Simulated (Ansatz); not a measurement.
**Which method gave which barrier?**

Saddle point of CH7MgN, singlet (CH₅MgN ([CH3][Mg][NH2]) + H₂ → CH₄Mg ([CH3][MgH]) + NH₃ (still joined by a long Mg–N bond); bonds formed: Mg1–H5, N2–H4; bonds broken: H4–H5; bonds weakened to dative contacts: Mg1–N2), PBE0-D4/def2-TZVP structure:

```
atom    x (Å)    y (Å)    z (Å)
 Mg1  -0.0550   0.0959   0.0811
  N2   1.9460  -0.0694   0.2230
  C3  -1.9389  -0.3973  -0.6474
  H4   1.3554   0.9241   1.0465
  H5   0.5849   1.4281   1.3942
  H6   2.4293  -0.7982   0.7354
  H7   2.6039   0.2956  -0.4560
  H8  -2.7367  -0.0455   0.0147
  H9  -2.1237   0.0464  -1.6320
 H10  -2.0653  -1.4795  -0.7598
```

Computed with Ansatz 0.2.0 (basis: def2-TZVPP, with def2-QZVPP for the basis limit); correlated methods freeze the cores. The outer core shell of Li, Na, Mg and K is correlated. The def2 sets are not built for correlating such inner shells, so the correlated values are less sure here. Extrapolation: Hartree–Fock as exp(−7.88 √X), correlation as X^−2.97. Four methods, as single points on the PBE0-D4 structures, gave these electronic barriers from the start structure: 3.98, 10.79, 15.50, 21.45 kcal/mol.

Problem. The methods were, in alphabetical order, BHLYP-D4, HF, r2SCAN-D4, SPW92. Which gave which? (Judge from chemistry; the calculation decides.)

Solution. The calculation gives: SPW92 3.98; r2SCAN-D4 10.79; BHLYP-D4 15.50; HF 21.45 kcal/mol. For comparison, CCSD(T) at an estimated basis limit (MP2 extrapolated from triple and quadruple zeta, plus CCSD(T) − MP2 in triple zeta) gives 15.92 kcal/mol.

No T1 diagnostic of these runs exceeds 0.011.

Labels in which every atom is bracketed show which atoms are joined, not bond orders.

For scale, one of the runs: CCSD(T)/def2-TZVPP, 192 basis functions, launched by `ansatz run in.yaml --threads 2 --pin off --events-out ev --progress --plain --max-ram 4352MiB`. The run took 61 s on 2 CPU threads of an Intel Xeon Platinum 8375C (shared host), with 2.4 GiB of host memory at its peak.
